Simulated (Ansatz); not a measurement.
# CN (SMILES [C]#N) at 6 levels

Wanted: a comparison of 6 runs (UHF/6-31G, UB2PLYP/3-21G, RPA@PBE/6-31G, UCCSDTQ/6-31G, UCCSD/6-31G, UCCSD(T)/3-21G) of CN. 

Program for the calculation: Ansatz 0.2.0.

77 further runs of the same task are left out: 77 set aside as unsound or not needed.

## 1. The molecule

The species is CN (2 atoms), meant as a doublet with charge 0. SMILES: `[C]#N`. The N2–C1 distance was set to 1.450 Å, away from the relaxed value.

Bond lengths: C1–N2 1.450 Å.

## 2. A single-point energy at UHF/6-31G (run 1)

molecule.yaml

```yaml
crystal:
  periodic: [false, false, false]
  atoms:
    - {symbol: C, position_ang: [0.743434, -0.240611, 0.382817]}
    - {symbol: N, position_ang: [-0.495600, 0.160400, -0.255200]}
basis:
  gaussian: {orbitals: 6-31G}
magnetization: {spin_polarized: true, initial_magnetization: 1}
hamiltonian: {xc: hf}
accuracy: high
```

Run with:

```bash
$ ansatz run molecule.yaml --threads 1 --pin off --max-ram 2610MiB --events-out events.jsonl --progress --plain --runs-dir runs
```

Standard output:

```text
Warning: RAYON_NUM_THREADS=1 ignored (pool sized by the plan → 1); use --threads N
Functional definition: HF
  name "HF"
  exchange = exact_x
  correlation = 0
422 factors; integrals over basis functions are off by at most 3.5e-9 eV
mean field evaluation 1: about -2501.8689 eV, gradient 2.1e1 eV
mean field evaluation 2: about -2501.8727 eV, gradient 2.1e1 eV
mean field evaluation 4: about -2504.4394 eV, gradient 2.1e0 eV
mean field evaluation 8: about -2504.4805 eV, gradient 1.9e-1 eV
mean field evaluation 16: about -2505.7484 eV, gradient 7.4e-4 eV
mean field evaluation 32: about -2506.2178 eV, gradient 9.4e-6 eV
mean field evaluation 64: about -2506.1010 eV, gradient 8.5e-1 eV
mean field evaluation 96: about -2505.7459 eV, gradient 2.3e-1 eV
mean field evaluation 128: about -2506.1484 eV, gradient 1.7e-8 eV
mean field evaluation 160: about -2505.6033 eV, gradient 4.7e-3 eV
mean field evaluation 192: about -2504.5845 eV, gradient 8.4e-1 eV
mean field evaluation 224: about -2505.3468 eV, gradient 1.8e0 eV
mean field -2506.58556610 eV, -92.1153205294 hartree, gradient 2.3e-8 eV, S^2 2.170905; 15 other end points of the search recorded, 0 dependent functions left out
reference -2506.58556610 eV, -92.1153205294 hartree; 7, 6 occupied and 11, 12 virtual orbitals, 422 factors
Total energy: -2506.58556610 eV, -92.1153205294 hartree
```

Run time: 0.42 s. Hardware: 1 thread of Intel Xeon Platinum 8375C at 2.90GHz (Ice Lake), shared host.

## 3. A single-point energy at UB2PLYP/3-21G (run 2)

job.yaml

```yaml
crystal:
  periodic: [false, false, false]
  atoms:
    - {symbol: C, position_ang: [0.743434, -0.240611, 0.382817]}
    - {symbol: N, position_ang: [-0.495600, 0.160400, -0.255200]}
basis:
  gaussian: {orbitals: 3-21G.json}
magnetization: {spin_polarized: true, initial_magnetization: 1}
hamiltonian: {xc: {name: B2PLYP}}
correlation: {frozen_orbitals: {C: 1, "N": 1}}
accuracy: high
```

The basis set 3-21G is read from a file made from the Basis Set Exchange's data (not shown).

Run with:

```bash
$ ansatz run job.yaml --threads 1 --pin off --max-ram 2610MiB --events-out events.jsonl --progress --plain --runs-dir runs
```

Standard output:

```text
Warning: RAYON_NUM_THREADS=1 ignored (pool sized by the plan → 1); use --threads N
Functional definition: B2PLYP
  name "B2PLYP"
  parameter a = 0.53
  parameter c = 0.27
  exchange = (1 - a)*b88_x + a*exact_x
  correlation = (1 - c)*lyp_c + c*(mp2_os + mp2_ss)
394 factors; integrals over basis functions are off by at most 4.4e-9 eV
mean field evaluation 1: about -2499.4705 eV, gradient 2.0e1 eV
mean field evaluation 2: about -2499.4709 eV, gradient 2.0e1 eV
mean field evaluation 4: about -2501.4090 eV, gradient 1.4e0 eV
mean field evaluation 8: about -2501.4282 eV, gradient 1.3e-1 eV
mean field evaluation 16: about -2501.5734 eV, gradient 6.8e-4 eV
mean field evaluation 32: about -2499.4705 eV, gradient 2.0e1 eV
mean field evaluation 64: about -2501.8803 eV, gradient 1.2e-1 eV
mean field -2501.88227949 eV, -91.9424779347 hartree, gradient 2.8e-8 eV, S^2 1.004287; 6 other end points of the search recorded, 0 dependent functions left out
2 core orbitals not correlated: weight in the atoms' cores, before any rotation towards them, 1.000 or more for the frozen orbitals, at most 0.000 for the correlated occupied ones
reference -2501.88228994 eV, -91.9424783187 hartree; 5, 4 occupied and 11, 12 virtual orbitals, 394 factors
second order -6.23747745 eV of doubles, -0.00000000 eV of singles
Total energy: -2503.56640886 eV, -92.0043685472 hartree
```

Wall time 1.7 s (1 thread of Intel Xeon Platinum 8375C at 2.90GHz (Ice Lake), shared host); peak memory 0.12 GiB.

Runs 3 to 5 aren't shown in full; the table further down has their settings and results.

## 4. The energy at UCCSD(T)/3-21G (run 6)

in.yaml

```yaml
crystal:
  periodic: [false, false, false]
  atoms:
    - symbol: C
      position_ang: [0.743434, -0.240611, 0.382817]
    - symbol: "N"
      position_ang: [-0.495600, 0.160400, -0.255200]
basis:
  gaussian:
    orbitals: 3-21G.json
magnetization:
  spin_polarized: true
  initial_magnetization: 1
correlation:
  method: ccsd_t
  frozen_orbitals: {C: 1, "N": 1}
accuracy: high
scf:
  omitted_lower_state_checks: [cluster_reference, increment]
```

The basis set 3-21G is read from a file made from the Basis Set Exchange's data (not shown).

Run with:

```bash
$ ansatz run in.yaml --threads 1 --pin off --max-ram 2610MiB --events-out events.jsonl --progress --plain --runs-dir runs
```

Standard output:

```text
Warning: RAYON_NUM_THREADS=1 ignored (pool sized by the plan → 1); use --threads N
[... 4 set-up lines as earlier in the session ...]
these checks for a lower state are left out or cut short: cluster_reference, increment
394 factors; integrals over basis functions are off by at most 4.4e-9 eV
mean field evaluation 1: about -2489.5614 eV, gradient 1.8e1 eV
mean field evaluation 2: about -2489.5641 eV, gradient 1.8e1 eV
mean field evaluation 4: about -2491.4944 eV, gradient 2.1e0 eV
mean field evaluation 8: about -2491.5207 eV, gradient 2.5e-1 eV
mean field evaluation 16: about -2492.8068 eV, gradient 1.9e-5 eV
mean field evaluation 32: about -2493.1956 eV, gradient 6.9e-6 eV
mean field evaluation 64: about -2491.6744 eV, gradient 1.5e1 eV
mean field evaluation 96: about -2488.4072 eV, gradient 1.2e1 eV
mean field evaluation 128: about -2493.1231 eV, gradient 1.1e-2 eV
mean field evaluation 160: about -2492.5933 eV, gradient 4.4e-3 eV
mean field evaluation 192: about -2489.5635 eV, gradient 5.9e-2 eV
mean field evaluation 224: about -2493.1231 eV, gradient 5.4e-6 eV
mean field evaluation 256: about -2492.9587 eV, gradient 2.7e0 eV
mean field -2493.54239021 eV, -91.6359926564 hartree, gradient 2.9e-8 eV, S^2 2.150532; 17 other end points of the search recorded, 0 dependent functions left out
2 core orbitals not correlated: weight in the atoms' cores, before any rotation towards them, 1.000 or more for the frozen orbitals, at most 0.000 for the correlated occupied ones
reference -2493.54239021 eV, -91.6359926564 hartree; 5, 4 occupied and 11, 12 virtual orbitals, 394 factors
second order -2.95087920 eV of doubles, -0.00000000 eV of singles
cycle   1  -3.18082748 eV  change   -2.3e-1 eV  update   1.1e-1
cycle   2  -3.60267110 eV  change   -4.2e-1 eV  update   6.9e-2
cycle   3  -4.16248816 eV  change   -5.6e-1 eV  update   6.0e-2
cycle   4  -4.58012406 eV  change   -4.2e-1 eV  update   3.5e-2
cycle   5  -4.69382532 eV  change   -1.1e-1 eV  update   1.5e-2
cycle   6  -4.74750895 eV  change   -5.4e-2 eV  update   8.4e-3
cycle   7  -4.76912882 eV  change   -2.2e-2 eV  update   5.6e-3
cycle   8  -4.78113868 eV  change   -1.2e-2 eV  update   3.2e-3
cycle   9  -4.78503562 eV  change   -3.9e-3 eV  update   1.4e-3
cycle  10  -4.78549465 eV  change   -4.6e-4 eV  update   7.1e-4
cycle  11  -4.78651805 eV  change   -1.0e-3 eV  update   3.6e-4
cycle  12  -4.78631374 eV  change    2.0e-4 eV  update   1.5e-4
cycle  13  -4.78625662 eV  change    5.7e-5 eV  update   5.2e-5
cycle  14  -4.78624394 eV  change    1.3e-5 eV  update   1.9e-5
cycle  15  -4.78626368 eV  change   -2.0e-5 eV  update   6.4e-6
cycle  16  -4.78627531 eV  change   -1.2e-5 eV  update   2.1e-6
cycle  17  -4.78627772 eV  change   -2.4e-6 eV  update   6.7e-7
cycle  18  -4.78627831 eV  change   -5.9e-7 eV  update   3.5e-7
cycle  19  -4.78627800 eV  change    3.1e-7 eV  update   2.0e-7
cycle  20  -4.78627799 eV  change    7.5e-9 eV  update   1.2e-7
cycle  21  -4.78627794 eV  change    4.6e-8 eV  update   6.6e-8
cycle  22  -4.78627714 eV  change    8.0e-7 eV  update   2.8e-7
cycle  23  -4.78627609 eV  change    1.0e-6 eV  update   2.0e-7
cycle  24  -4.78627482 eV  change    1.3e-6 eV  update   1.3e-7
cycle  25  -4.78627395 eV  change    8.7e-7 eV  update   7.6e-8
cycle  26  -4.78627363 eV  change    3.2e-7 eV  update   4.0e-8
cycle  27  -4.78627355 eV  change    7.7e-8 eV  update   2.0e-8
cycle  28  -4.78627355 eV  change  -7.9e-10 eV  update   9.9e-9
cycle  29  -4.78627353 eV  change    1.7e-8 eV  update   4.8e-9
cycle  30  -4.78627353 eV  change    7.1e-9 eV  update   2.9e-9
cycle  31  -4.78627352 eV  change    1.7e-9 eV  update   1.8e-9
cycle  32  -4.78627353 eV  change   -1.8e-9 eV  update  8.0e-10
cycle  33  -4.78627353 eV  change  -9.0e-10 eV  update  3.9e-10
cycle  34  -4.78627353 eV  change  -6.0e-10 eV  update  1.8e-10
perturbative correction -0.27293673 eV, -0.0100302398 hartree
Total energy: -2498.60160046 eV, -91.8219152041 hartree
Checks for a lower state left out: cluster_reference, increment
```

It took 0.77 s on 1 thread of Intel Xeon Platinum 8375C at 2.90GHz (Ice Lake), shared host.

## 5. All runs side by side

| run | level | frozen core orbitals | energy (Eh) | ⟨S²⟩ | wall time |
| --- | --- | --- | --- | --- | --- |
| 1 | UHF/6-31G | – | -92.115321 | 2.171 | 0.42 s |
| 2 | UB2PLYP/3-21G | 2 | -92.004369 | 1.004 | 1.7 s |
| 3 | RPA@PBE/6-31G | 2 | -92.386655 | 0.757 | 2 s |
| 4 | UCCSDTQ/6-31G | 2 | -92.310476 | 2.171 | 53 s |
| 5 | UCCSD/6-31G | 2 | -92.291848 | 2.171 | 0.82 s |
| 6 | UCCSD(T)/3-21G | 2 | -91.821915 | 2.151 | 0.77 s |

## 6. Results

| quantity | value |
| --- | --- |
| run 6: total energy | -91.82192 Eh |
| run 6: correlation energy (2 core orbitals frozen) | -185.9 mEh |
| run 6: (T) correction | -10.03 mEh |
| run 6: ⟨S²⟩ of the reference determinant | 2.151 |
| run 6: T1 diagnostic | 0.140 |

**Reading.** Below the UHF energy at the same shape and in the same basis (6-31G): UCCSDTQ -195.2 mEh; UCCSD -176.5 mEh. Spin contamination of the reference: run 4 ⟨S²⟩ = 2.17, run 5 ⟨S²⟩ = 2.17, run 1 ⟨S²⟩ = 2.17, run 6 ⟨S²⟩ = 2.15, run 2 ⟨S²⟩ = 1.00. Where it is this large, the reference is a mixture of spin states, and values that rest on it are in doubt. All runs together took 59 s, the longest 53 s.
